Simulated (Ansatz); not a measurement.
# C₄H₈N₂, SMILES C=CC(=N)CN: a single point in a Gaussian basis

With Ansatz 0.2.0, Python API.

Run as a notebook:

**Cell 1**
```python
import warnings

import ansatz
import numpy as np
import pandas as pd
```

**Cell 2**
```python
BASIS = "cc-pVDZ"
XC = "r2scan0"
```

**Cell 3**
```python
warnings.simplefilter("ignore", ansatz.DeckWarning)

c4h8n2 = (
    ansatz.Crystal.molecule()
    .atom("C", (2.5578, 0.2325, 0.4419))
    .atom("C", (1.4163, -0.4605, 0.3592))
    .atom("C", (0.1926, 0.1472, -0.2291))
    .atom("N", (0.2048, 1.2867, -0.8525))
    .atom("C", (-1.1115, -0.6439, -0.1001))
    .atom("N", (-2.248, 0.2589, -0.3347))
    .atom("H", (2.6269, 1.2539, 0.0759))
    .atom("H", (3.4504, -0.2083, 0.871))
    .atom("H", (1.3483, -1.4785, 0.723))
    .atom("H", (-0.7674, 1.4503, -1.1713))
    .atom("H", (-1.1816, -1.0888, 0.8972))
    .atom("H", (-1.1095, -1.4392, -0.8516))
    .atom("H", (-2.2644, 0.9595, 0.4095))
    .atom("H", (-3.1146, -0.2697, -0.2382))
)
```

**Cell 4**
```python
job = (
    c4h8n2.calculation()
    .basis(gaussian=BASIS)
    .functional(XC)
    .forces()
)
trace = []
out = job.session().plan().execute(on_event=trace.append)
report = out.report
```

**Cell 5**
```python
report["converged"], report["free_energy_ev"]
```
Output:
```text
(True, -7252.4776187666885)
```

**Cell 6**
```python
{key: value for key, value in report.items() if isinstance(value, (int, float)) and "ev" in key}
```
Output:
```text
{'free_energy_ev': -7252.4776187666885, 'reference_energy_ev': -7252.4776187666885}
```

**Cell 7**
```python
for event in trace:
    if event["event"] == "mean_field_evaluation" and event["data"]["evaluation"] <= 25:
        print("pass {evaluation:3d}  E = {energy_ev:.6f} eV  gradient {gradient_ev:.1e}".format(**event["data"]))
```
Output:
```text
pass   1  E = -7244.837865 eV  gradient 5.7e+01
pass   2  E = -7243.141080 eV  gradient 6.4e+01
pass   3  E = -7251.606935 eV  gradient 1.5e+01
pass   4  E = -7252.087135 eV  gradient 3.0e+00
pass   5  E = -7252.103650 eV  gradient 1.1e+00
pass   6  E = -7252.103662 eV  gradient 1.1e+00
pass   7  E = -7252.472592 eV  gradient 1.4e+00
pass   8  E = -7252.477409 eV  gradient 2.8e-01
pass   9  E = -7252.477531 eV  gradient 1.6e-01
pass  10  E = -7252.477583 eV  gradient 7.1e-02
pass  11  E = -7252.477595 eV  gradient 6.8e-03
pass  12  E = -7252.477610 eV  gradient 9.1e-03
pass  13  E = -7252.477611 eV  gradient 2.0e-03
pass  14  E = -7252.477611 eV  gradient 8.5e-04
pass  15  E = -7252.477611 eV  gradient 1.3e-04
pass  16  E = -7252.477611 eV  gradient 1.4e-04
pass  17  E = -7252.477611 eV  gradient 2.7e-05
pass  18  E = -7252.477611 eV  gradient 2.7e-05
```

**Cell 8**
```python
print(f"E = {report['free_energy_ev']:.6f} eV = {report['free_energy_ev'] / 27.211386246:.7f} Ha")
print("converged:", report["converged"], " doubts:", report["published_state_doubts"] or "none")
```
Output:
```text
E = -7252.477619 eV = -266.5236366 Ha
converged: True  doubts: none
```

**Cell 9**
```python
field = report["mean_field"]
print("<S^2> =", round(abs(field["state"]["spin_squared"]), 4), " all-electron relativity setting:", field["relativity"])
print("passes:", field["passes"])
if "symmetry" in field:
    print("occupied orbitals by irrep:", field["symmetry"]["occupied"])
```
Output:
```text
<S^2> = 0.0  all-electron relativity setting: none
passes: {'evaluations': 16, 'products': 13}
occupied orbitals by irrep: [{'A': 23}, {'A': 23}]
```

**Cell 10**
```python
symbols = [site.symbol for site in c4h8n2.cartesian_sites]
forces = np.array(report["forces_ev_ang"])
print("largest force", round(float(np.linalg.norm(forces, axis=1).max()), 4), "eV/A, rms", round(float(np.sqrt((forces ** 2).mean())), 4))
```
Output:
```text
largest force 1.726 eV/A, rms 0.4569
```

**Cell 11**
```python
charges = report["charge_distribution"]
table = pd.DataFrame({"atom": symbols, "mulliken": charges["mulliken_charges_e"], "lowdin": charges["lowdin_charges_e"]})
print(table.round(3).to_string())
print("dipole (e A):", np.round(charges["dipole_moment_e_ang"], 4) + 0.0)
```
Output:
```text
   atom  mulliken  lowdin
0     C     0.033   0.056
1     C    -0.090  -0.069
2     C    -0.095  -0.239
3     N    -0.214   0.158
4     C     0.079  -0.065
5     N    -0.259   0.161
6     H     0.066   0.017
7     H     0.047   0.014
8     H     0.007   0.020
9     H     0.108  -0.043
10    H     0.038  -0.001
11    H     0.074   0.020
12    H     0.105  -0.015
13    H     0.100  -0.014
dipole (e A): [-0.326  -0.4349  0.3795]
```

Total energies depend on the basis set; only differences at equal settings carry meaning. The geometry is a force-field or estimated start, not a minimum of this method, and the basis set is short of its limit. The Löwdin charges here are taken after orthogonalising the functions within each atom; they differ from plain Löwdin charges, and their signs can be unphysical. Early passes use coarser integrals and grids, so their energies can't be compared with the last. Run time: 5.5 s on 1 thread of Intel(R) Xeon(R) 6975P-C (Granite Rapids), on a shared host, peak memory 0.39 GiB.

(Lines on the test bed's own set-up are left out of the output.)
